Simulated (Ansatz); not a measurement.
# O–PH–O, singlet in cc-pVDZ: errors against RCCSDT(Q)

Geometry: displaced at random from a stationary point.

```xyz
4

P    -0.0107   -0.2634    0.0166
O    -0.0115    0.2785   -1.3341
O     0.0364    0.3378    1.3024
H    -0.0663   -1.6888   -0.0074
```

Basis cc-pVDZ; Ansatz 0.2.0. Correlated methods freeze the noble-gas cores, which leaves 18 electrons in 44 orbitals. R marks a restricted (for open shells ROHF) determinant.

Full CI isn't at hand for all of this; RCCSDT(Q) serves as the reference, and is uncertain by about the last step of the cluster series.

- UHF ⟨S²⟩: 0.000
- T1 diagnostic (RCCSD): 0.0207
- largest doubles amplitude (RCCSD): 0.076

```tsv
level	E − E(RHF) (eV)
RMP2	-13.3475
RCCSD	-13.5000
RCCSD(T)	-13.9471
```

Question: Estimate how far RCCSDT(Q) in cc-pVDZ lies from RCCSD(T). The table doesn't fix it; the size of (T) and the diagnostics are the guide.

Answer: RCCSDT(Q) in cc-pVDZ lies 3.01 mEh below RCCSD(T), which is 18 % of the (T) step (-16.43 mEh). T1 is raised, but (T) still catches most of what CCSD lacks. The miss exceeds 1 kcal/mol.

The other levels:

```
  level  E − E(RCCSDT(Q)) (mEh)  share of correlation (%)  wall time
   CISD                   73.03                     85.83        9 s
BCCD(T)                    2.69                     99.48      3.2 s
 RCCSDT                    2.36                     99.54          –
```

The correlation energy at RCCSDT(Q), counted from RHF, is -14.029 eV. That run took 2.6 min on 1 thread of AMD EPYC, shared host.

Times hold each run's SCF and search for its determinant on a shared host, so for small cases they say little of a method's own cost; they ran on 1 thread of AMD EPYC.
